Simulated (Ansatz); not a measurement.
Results of HSE06 (plane waves, PAW; Ansatz, an electronic-structure program) for KLaGeS4 (P2₁, No. 4; cell taken from a computed entry).

Run with plane-wave cutoff 460 eV, 4×4×4 k mesh, Fermi–Dirac smearing 0.01 eV, scalar-relativistic PAW data made under PBE.

Cell (relaxed with PBEsol):

```
CELL_PARAMETERS angstrom
      6.62758     0.00000     0.00644
      0.00000     6.66995     0.00000
     -2.59224     0.00000     8.28342
ATOMIC_POSITIONS crystal
  K  0.73368 0.48791 0.93484
  K  0.26632 0.98791 0.06516
  La 0.23181 0.00312 0.55429
  La 0.76819 0.50312 0.44571
  Ge 0.21899 0.47400 0.31679
  Ge 0.78101 0.97400 0.68321
  S  0.02138 0.73119 0.72979
  S  0.97862 0.23119 0.27021
  S  0.41733 0.47124 0.15552
  S  0.58267 0.97124 0.84448
  S  0.98244 0.24559 0.71563
  S  0.01756 0.74559 0.28437
  S  0.41354 0.42611 0.57202
  S  0.58646 0.92611 0.42798
```

What does this level give for the band gap and smallest direct gap on the k points sampled?


band gap: 3.33 eV (on the SCF k mesh)
smallest direct gap on the k points sampled: 3.48 eV

Note: cell and atoms aren't relaxed at this level (largest force component 0.23 eV/Å, pressure 1.1 GPa).

Spin–orbit coupling is not included.

The computed numbers hold no vibrational or temperature effects.

The result took very roughly 23 core-minutes.
